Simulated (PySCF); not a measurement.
Gas-phase reaction: H₃SiOH + 2 HF + 2 O₃ ⇌ SiOF₂ + 3 H₂O₂

Computed with PySCF and rigid-rotor harmonic-oscillator thermochemistry at 1 bar. † marks an energy on the PBE0/def2-TZVP geometry and frequencies; other levels use their own. MP2 and CCSD(T) freeze the core. 6-31G* has spherical d functions here. All species are closed-shell singlets. B3LYP is the form with VWN-RPA correlation. H₃SiOH, SiOF₂: computed as isolated molecules; such fragments, hydroxides, amides, oligomers or adducts are transient or little studied in the gas. MP2 isn't extrapolated to the basis-set limit. CCSD(T) isn't extrapolated to the basis-set limit. Strong static correlation: O₃. Warning, large T1 diagnostic: O₃ (CCSD(T)/def2-SVP†).

```tsv
level	ΔH°(298 K), kJ
B3LYP/6-31G*	-766
B3LYP/def2-TZVP†	-772
CCSD(T)/def2-SVP†	-699
HF/def2-TZVP†	___
MP2/def2-SVP†	___
PBE/def2-TZVP†	___
PBE0/def2-SVP†	-735
PBE0/def2-TZVP	___
```

Q: What belongs in the gaps?

A: 
- HF/def2-TZVP†, ΔH°(298 K), kJ: -1026
- MP2/def2-SVP†, ΔH°(298 K), kJ: -659
- PBE/def2-TZVP†, ΔH°(298 K), kJ: -661
- PBE0/def2-TZVP, ΔH°(298 K), kJ: -770
